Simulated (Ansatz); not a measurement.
A made-up structure of CH$_{6}$NSi (charge -1), singlet:

C1  (0.254, -1.155, 0.980)
Si2  (0.436, 0.214, -0.134)
N3  (-1.050, 0.645, -0.970)
H4  (-1.528, 0.025, -1.623)
H5  (-1.309, 1.629, -1.052)
H6  (0.969, 1.447, 0.582)
H7  (1.699, -0.311, -0.830)
H8  (1.127, -1.481, 1.486)
H9  (-0.548, -1.048, 1.664)
(Å)

It is relaxed with PBE-D4/def2-SVPD and then PBE0-D4/def2-TZVPD (Ansatz 0.2.0). Atoms count as bonded within 1.22 times the sum of their covalent radii (H–H: 0.88 Å). The end point is not checked to be a true minimum.

Question: Does its bonding change? (A judgement: the text doesn't fix the answer.)

Answer: By the calculation: No: no bond forms or breaks.

Where it ends: The first stage lowers the energy by 0.70 eV in 12 steps. It ends as CH₆NSi ([CH2][SiH2][NH2]), total charge -1:
```xyz
9
angstrom
C 0.2087 -1.1098 1.1040
Si 0.4334 0.2640 0.0290
N -1.0290 0.7078 -0.8727
H -1.4604 -0.0675 -1.3590
H -0.9640 1.5133 -1.4838
H 0.7698 1.6851 0.5021
H 1.5954 -0.0338 -0.9077
H 0.9648 -1.8921 1.1332
H -0.4669 -1.1004 1.9581
```

Labels in which every atom is bracketed show which atoms are joined, not bond orders.

For scale, one of the runs: PBE0-D4/def2-TZVPD relaxation, 171 basis functions, launched by `ansatz run in.yaml --threads 2 --pin off --events-out ev --progress --plain --max-ram 4352MiB`. Hardware: 2 CPU threads of an AMD EPYC 7R13, shared host. Wall time about 36 s.
